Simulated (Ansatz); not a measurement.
# SiPF (quintet): from Hartree-Fock to the top rungs, cc-pVDZ

One table from this session's results is given with a row withheld; the runs are named, their logs left out.

Program: Ansatz 0.2.0, Gaussian basis. Level of theory: cc-pVDZ, core rule «outside noble gas», up to 11 orbitals frozen. These are calculated values, not measurements.

Plan: UHF; CCSD(T) on ROHF; CCSD(T) on UHF; BCCD(T) on ROHF; CISD; CCSDT(Q) on ROHF; CCSDT(Q) on UHF.

31 further runs of the same task are left out: 11 for a known fault of the program, 8 that didn't finish, 12 set aside as unsound or not needed.

**What is computed**

The geometry is a PBE0/def2-TZVP stationary point (not a proven minimum) of the parent state, kept for this charge and spin.

3 atoms, charge 0, spin multiplicity 5.

Atoms are counted from 1 here; the program's logs count them from 0.

Bond lengths: F1–P2 1.612 Å, P2–Si3 2.219 Å. Angles: F1–P2–Si3 106.4°.

Set-up of the first run:

in.yaml reads:

```yaml
crystal:
  periodic: [false, false, false]
  atoms:
    - {symbol: F, position_ang: [0.000000, -0.674306, 1.490349]}
    - {symbol: P, position_ang: [0.000000, 0.600388, 0.503498]}
    - {symbol: Si, position_ang: [0.000000, -0.205998, -1.563422]}
basis:
  gaussian: {orbitals: cc-pVDZ}
magnetization: {spin_polarized: true, initial_magnetization: 4}
hamiltonian: {xc: hf}
output: {orbitals: {seedname: orbitals}}
```

Run with:

```console
> ansatz run in.yaml --threads 1 --pin off --events-out ev --progress --plain --max-ram 2393MiB
```

Steps of the session up to this table: UHF; CCSD(T) on ROHF; CCSD(T) on UHF; BCCD(T) on ROHF; CISD; CCSDT(Q) on ROHF; CCSDT(Q) on UHF.

One of the session's tables, all rows but one given; the rest of the session is left out.

It belongs to the step «Misses and costs». 

```
   method  from UCCSDT(Q) (kJ/mol)
     ROHF                   +985.1
      UHF                   +968.5
     RMP2                        ?
     UMP2                   +117.2
     CISD                   +129.9
    RCCSD                    +34.6
    UCCSD                    +34.0
 RCCSD(T)                     +6.6
 UCCSD(T)                     +6.7
  BCCD(T)                     +5.9
   RCCSDT                     +2.9
   UCCSDT                     +2.8
RCCSDT(Q)                     +0.4
UCCSDT(Q)                        0
```

**Question.** Estimate the row for RMP2.

**Answer.** from UCCSDT(Q) (kJ/mol): +114.3. In the column «from UCCSDT(Q) (kJ/mol)» it lies between RCCSD (+34.6) and UMP2 (+117.2).

To keep in mind: Restricted and unrestricted rows rest on different reference determinants; where their highest levels disagree by more than a few hundredths of an eV, they describe different states and don't form one ladder.
